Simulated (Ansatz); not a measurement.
# C2H2S: the cost of one run

All numbers are computed with the Python package of Ansatz 0.2.0. Level of theory: MP2/def2-SVP.

## (1) The system

Bond lengths: C1–C2 1.363 Å, C2–S3 1.826 Å, C1–H4 1.126 Å, C1–H5 1.031 Å. Angles: C1–C2–S3 179.0°, C2–C1–H4 118.5°, C2–C1–H5 118.6°, H4–C1–H5 122.8°.

The script holds or builds the structure itself.

## (2) Script

c2h2s.py

```python
import logging
import sys

import ansatz as az
import numpy as np

logging.basicConfig(stream=sys.stdout, format="[%(levelname)s] %(message)s")
logger = logging.getLogger("ansatz_job")
logger.setLevel(logging.INFO)

geometry_ang = [
    ("C", (0.6309, -0.321, 0.12)),
    ("C", (-0.5835, 0.2527, -0.1126)),
    ("S", (-2.2221, 0.9934, -0.4302)),
    ("H", (1.5026, -0.0143, -0.5229)),
    ("H", (0.7221, -0.9844, 0.9043)),
]
molecule = az.Crystal.molecule()
for symbol, xyz in geometry_ang:
    molecule = molecule.atom(symbol, xyz)

base = (
    molecule.calculation()
    .basis(gaussian="def2-SVP")
    .correlation("mp2", electrons="valence")
    .scf(lower_state_search="light")
)
symbols = [site.symbol for site in molecule.cartesian_sites]
start = np.array([site.position_ang for site in molecule.cartesian_sites], dtype=float)
r = base.relax(force_tolerance=0.01, max_steps=100).run().report
end = np.array(r["positions_ang"])

away = sum((end[2] - end[j]) / np.linalg.norm(end[2] - end[j]) for j in [1]) + np.array([0.15, 0.1, -0.2])
proton = end[2] + 1.4 * away / np.linalg.norm(away)
acid = az.Crystal.molecule()
for symbol, place in zip(symbols, end):
    acid = acid.atom(symbol, place.tolist())
acid = acid.atom("H", proton.tolist())
protonated = (
    acid.calculation()
    .basis(gaussian="def2-SVP")
    .correlation("mp2", electrons="valence")
    .scf(lower_state_search="light")
    .charge(1)
    .relax(force_tolerance=0.01, max_steps=80)
)
after = protonated.run().report
xyz = np.array(after["positions_ang"])
reach = np.linalg.norm(xyz[:-1] - xyz[-1], axis=1)
logger.info(f"base {r['free_energy_ev']:.5f} eV, protonated {after['free_energy_ev']:.5f} eV")
logger.info(f"the proton ends {reach.min():.3f} A from {symbols[reach.argmin()]}{reach.argmin()}")
logger.info(f"electronic proton affinity {96.485332 * (r['free_energy_ev'] - after['free_energy_ev']):.1f} kJ/mol")
```

## (3) What the engine is handed

The engine receives this input (first run):

```yaml
crystal:
  periodic: [false, false, false]
  atoms:
    - { symbol: C, position_ang: [0.6309, -0.321, 0.12] }
    - { symbol: C, position_ang: [-0.5835, 0.2527, -0.1126] }
    - { symbol: S, position_ang: [-2.2221, 0.9934, -0.4302] }
    - { symbol: H, position_ang: [1.5026, -0.0143, -0.5229] }
    - { symbol: H, position_ang: [0.7221, -0.9844, 0.9043] }
basis:
  gaussian:
    orbitals: def2-SVP
correlation:
  method: mp2
  electrons: valence
scf:
  lower_state_search: light
relax:
  f_tol: 0.01
  max_steps: 100
```

## (4) Running it

The run is started by

```sh
$ python c2h2s.py
```

Q: Estimate wall time and peak memory on 1 thread of AMD EPYC 7B13 (Zen 3), shared host.

About 22 s, with a peak of 0.2 GiB.
